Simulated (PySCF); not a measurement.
**SiO2: relaxation and vibrations of the singlet**

Where does singlet SiO2 go from a bent start, is the end point a minimum, and what are its modes, charges and moments?

The runs use PySCF 2.14.0; PBE0, basis Si def2-TZVP, O def2-TZVP, no relativity, density fitting.

## (1) Starting geometry

3 atoms, charge 0, spin multiplicity 1.

Bond lengths: Si1–O2 1.640 Å, Si1–O3 1.640 Å. Angles: O2–Si1–O3 110.0°.

Z-matrix (Å, degrees; charge 0 multiplicity 1):
```
Si
O  1 1.6400
O  1 1.6400 2 110.00
```

## (2) First SCF at the start

One driver script runs all steps and calls PySCF; scf.py shows how it sets up the SCF of each step. The optimiser is the driver's own. After this first run the driver tries any further starts and a stability analysis.

Contents of scf.py:

```python
from pyscf import gto, scf, dft
mol = gto.M(atom='''
Si     0.000000     0.000000     0.000000
O      1.343400     0.000000     0.940700
O     -1.343400     0.000000     0.940700''',
    basis={'Si': 'def2-TZVP', 'O': 'def2-TZVP'},
    charge=0, spin=0)
mf = dft.RKS(mol, xc='PBE0')
mf.grids.atom_grid = (50, 194)
aux = {'Si': 'def2-universal-JKFIT', 'O': 'def2-universal-JKFIT'}
mf = mf.density_fit(auxbasis=aux)
mf.conv_tol = 1e-08
mf.diis_space = 10
mf.max_cycle = 60
mf.init_guess = 'minao'
mf.verbose = 4
mf.kernel()
```

Command:

```
$ OMP_NUM_THREADS=2 python axn.py task.json out
```

The program printed:

```text
init E= -439.673058744135
  HOMO = -0.409195738440207  LUMO = -0.246533677023393  gap/eV = 4.42626
cycle= 1 E= -439.174366997139  delta_E= 0.499  |g|= 1.35  |ddm|= 1.93
  HOMO = -0.0964058435737789  LUMO = -0.0744270815407005  gap/eV = 0.59807
cycle= 2 E= -434.989818226056  delta_E= 4.18  |g|=  4.2  |ddm|= 3.14
  HOMO = -0.270040399119225  LUMO = -0.215879677159116  gap/eV = 1.47379
cycle= 3 E= -439.619833549825  delta_E= -4.63  |g|= 0.34  |ddm|= 2.56
  HOMO = -0.301252776099493  LUMO = -0.23300973182716  gap/eV = 1.85699
cycle= 4 E= -439.624826133932  delta_E= -0.00499  |g|= 0.257  |ddm|= 0.283
  HOMO = -0.313164372035511  LUMO = -0.227194258039468  gap/eV = 2.33937
cycle= 5 E= -439.640102308604  delta_E= -0.0153  |g|= 0.0846  |ddm|= 0.124
  HOMO = -0.319635291093876  LUMO = -0.225755921166559  gap/eV = 2.55459
cycle= 6 E= -439.641766324763  delta_E= -0.00166  |g|= 0.00803  |ddm|= 0.0512
  HOMO = -0.319900261647509  LUMO = -0.225486607326971  gap/eV = 2.56913
cycle= 7 E= -439.641782429496  delta_E= -1.61e-05  |g|= 0.00127  |ddm|= 0.00569
  HOMO = -0.319983611883009  LUMO = -0.225475998060688  gap/eV = 2.57168
cycle= 8 E= -439.641783160476  delta_E= -7.31e-07  |g|= 0.0003  |ddm|= 0.00163
  HOMO = -0.319966373264786  LUMO = -0.22544333452489  gap/eV = 2.57210
cycle= 9 E= -439.641783213514  delta_E= -5.3e-08  |g|= 5.94e-05  |ddm|= 0.000592
  HOMO = -0.319975702887907  LUMO = -0.225455533449711  gap/eV = 2.57202
cycle= 10 E= -439.641783215221  delta_E= -1.71e-09  |g|= 2.84e-05  |ddm|= 0.000113
  HOMO = -0.319981299964452  LUMO = -0.225455473247976  gap/eV = 2.57218
Extra cycle  E= -439.641783214235  delta_E= 9.85e-10  |g|= 7.33e-05  |ddm|= 6.57e-05
converged SCF energy = -439.641783214235
```

This step, with its further starts and checks, ran for 2.1 s (2 threads of INTEL XEON PLATINUM 8581C at 2.10GHz (Emerald Rapids), shared host).

No lower closed-shell solution turned up in the test of internal stability.

## (3) Relaxation: bent start, singlet

The program finds C2v symmetry in the start, which this walk keeps. Threshold on the gradient: 0.0003 Eh/bohr, with a further test on the energy change.

Edit scf.py of step 2 so:

```diff
@@ -3,3 +3,3 @@
-Si     0.000000     0.000000     0.000000
-O      1.343400     0.000000     0.940700
-O     -1.343400     0.000000     0.940700''',
+Si     0.000000     0.000000    -0.501825
+O      1.343400     0.000000     0.438875
+O     -1.343400     0.000000     0.438875''',
@@ -15 +14,0 @@
-mf.init_guess = 'minao'
```

The optimiser's trace:

| step | energy (Eh) | change (kJ/mol) | largest symmetric gradient (Eh/bohr) |
| --- | --- | --- | --- |
| 0 | -439.641783 | 0.00 | 0.14880 |
| 1 | -439.702278 | -158.83 | 0.06930 |
| 2 | -439.727252 | -224.40 | 0.04409 |
| 3 | -439.737787 | -252.06 | 0.02331 |
| 4 | -439.739335 | -256.12 | 0.00421 |
| 5 | -439.739536 | -256.65 | 0.00283 |
| 6 | -439.739548 | -256.68 | 0.00084 |
| 7 | -439.739550 | -256.69 | 0.00004 |

The walk took 7.5 s.

Geometry (Å) and forces (eV/Å) at some steps:

```
step 0
Si   0.000   0.000  -0.502   0.000   0.000   7.652
O    1.343   0.000   0.439  -1.695   0.000  -3.826
O   -1.343   0.000   0.439   1.695   0.000  -3.826
step 1
Si   0.000   0.000  -0.290   0.000   0.000   3.564
O    1.405   0.000   0.333  -0.094   0.000  -1.782
O   -1.405   0.000   0.333   0.094   0.000  -1.782
step 4
Si   0.000   0.000   0.094   0.002   0.000   0.216
O    1.502   0.000   0.141   0.192   0.000  -0.108
O   -1.502   0.000   0.141  -0.194   0.000  -0.108
step 7
Si   0.000   0.000   0.125  -0.001   0.000   0.002
O    1.506   0.000   0.125   0.000   0.000  -0.001
O   -1.506   0.000   0.125   0.000   0.000  -0.001
```

After 7 steps and 256.7 kJ/mol it ends at D∞h: Si–O 1.506 Å (×2); O–Si–O 180.0°.

## (4) Is it a minimum? Harmonic modes

On the finer grid the gradient is checked again; gradients at displacements of ±0.02 bohr then give force constants and infrared intensities.

Edit scf.py of step 3 so:

```diff
@@ -3,3 +3,3 @@
-Si     0.000000     0.000000    -0.501825
-O      1.343400     0.000000     0.438875
-O     -1.343400     0.000000     0.438875''',
+Si     0.000000     0.000000     0.000000
+O      1.506031     0.000000     0.000000
+O     -1.506031     0.000000     0.000000''',
@@ -9 +9 @@
-mf.grids.atom_grid = (50, 194)
+mf.grids.atom_grid = (75, 302)
@@ -12 +12 @@
-mf.conv_tol = 1e-08
+mf.conv_tol = 1e-10
```

This SCF starts from the last density.

Log of the central SCF (cycles and frontier levels):

```text
init E= -439.739570629293
  HOMO = -0.365693713652528  LUMO = -0.127067111058075  gap/eV = 6.49336
cycle= 1 E= -439.739570629293  delta_E= -3.41e-13  |g|= 2.84e-06  |ddm|= 1.9e-06
  HOMO = -0.365693110299234  LUMO = -0.127066955111545  gap/eV = 6.49335
Extra cycle  E= -439.739570629286  delta_E= 7.84e-12  |g|= 6.45e-06  |ddm|= 4.25e-06
converged SCF energy = -439.739570629286
```

The whole step took 10 s.

Geometry: D∞h; Si–O 1.506 Å (×2); O–Si–O 180.0°.

Modes, for the most abundant isotopes:

```tsv
symmetry	ω (cm⁻¹)	IR (km/mol)	type
πu	299	166	bend
σg+	1015	0.0	stretch
σu+	1471	95.1	stretch
```

All wavenumbers are real: a minimum.

Constants and moments:

```
Dipole moment                                                   : 0.00 D
Highest occupied level                                          : -9.95 eV
Lowest empty level                                              : -3.46 eV
Rotational constants                                            : 0.2323 cm⁻¹
Zero-point energy                                               : 18.5 kJ/mol
Principal polarisabilities                                      : 21.7, 21.7, 36.1 bohr³
Atomisation energy without zero-point energy                    : 1189 kJ/mol
Principal traceless quadrupole moments about the centre of mass : -12.02, 6.01, 6.01 D Å
Entropy at 298.15 K and 1 bar                                   : 231.3 J/(mol K)
Heat capacity Cp at 298.15 K                                    : 45.0 J/(mol K)
Enthalpy at 298.15 K above 0 K                                  : 10.99 kJ/mol
Rotational symmetry number                                      : 2
```

Populations by atom (charges in e):

```tsv
atom	Mulliken	Löwdin	polar tensor	Mayer order to Si1
Si1	0.85	0.31	1.15	–
O2,3	-0.43	-0.16	-0.58	2.17
```

Mulliken populations on Si1: s 4.93, p 7.56, d 0.57, f 0.09.

## (5) Summary of results

| quantity | value |
| --- | --- |
| minimum | singlet, D∞h |
| geometry | Si–O 1.506 Å (×2); O–Si–O 180.0° |
| wavenumbers (cm⁻¹) | 299 (πu), 1015 (σg+), 1471 (σu+) |
| dipole moment | 0.00 D |
| highest occupied, lowest empty level | -9.95, -3.46 eV |
| polar-tensor charge of Si1 | +1.15 e |
| zero-point energy | 18.5 kJ/mol |
| entropy at 298.15 K | 231.3 J/(mol K) |
| atomisation energy (no zero-point energy) | 1189 kJ/mol |

The bent start (C2v) ends in a minimum of D∞h symmetry. In the infrared the band at 299 cm⁻¹ (πu, bend) leads. The dipole vanishes although Si1 carries +1.2 e by the polar tensor: the bond dipoles cancel. Other starts or spin states, not run here, may lie lower.

The search up to here took 20 s.
